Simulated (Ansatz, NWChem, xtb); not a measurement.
**Loss of HF: C2H3F3 → C2H2F2 + HF**

Species: C2H3F3 (1,1,1-trifluoroethane) `CC(F)(F)F`, singlet; C2H2F2 (vinylidene fluoride) `C=C(F)F`, singlet; HF (hydrogen fluoride), singlet. 

Shapes, held fixed at every level: PBE0-D4/def2-TZVP. Programs: Ansatz 0.2.0, NWChem 7.3.0, xtb 6.7.1. The zero-point and thermal change to 298 K, harmonic and unscaled (PBE0-D4/def2-TZVP), is -10.4 kJ/mol.

```tsv
level	kind	ΔH(298 K) (kJ/mol)	less CCSD(T)/CBS estimate
GFN1-xTB	semi-empirical	+189.1	+59.3
HF/def2-SVP	Hartree–Fock	+167.3	+37.5
SPW92/def2-TZVPP	LDA	+165.7	+35.9
r2SCAN-D4/def2-TZVPP	meta-GGA	+145.7	+15.9
BHLYP-D4/def2-TZVPP	global hybrid	+144.7	+14.9
r2SCAN0-D4/def2-TZVPP	global hybrid	+152.8	+23.0
MP2/def2-TZVPP	perturbation theory	+133.1	+3.3
CCSD/def2-SVP	coupled cluster or CI	+162.2	+32.4
CCSD(T)/CBS estimate	coupled cluster or CI	+129.8	0.0
```

The highest level, CCSD(T)/CBS estimate, gives ΔH(298 K) = +129.8 kJ/mol; the levels span +129.8 to +189.1. GFN1-xTB strays far from the other rows. The column of differences is taken from that level and isn't an error. No measured value is set beside it here. The CBS estimate extrapolates MP2 from def2-TZVPP and def2-QZVPP and adds CCSD(T) − MP2 in the triple-zeta set, cores frozen.
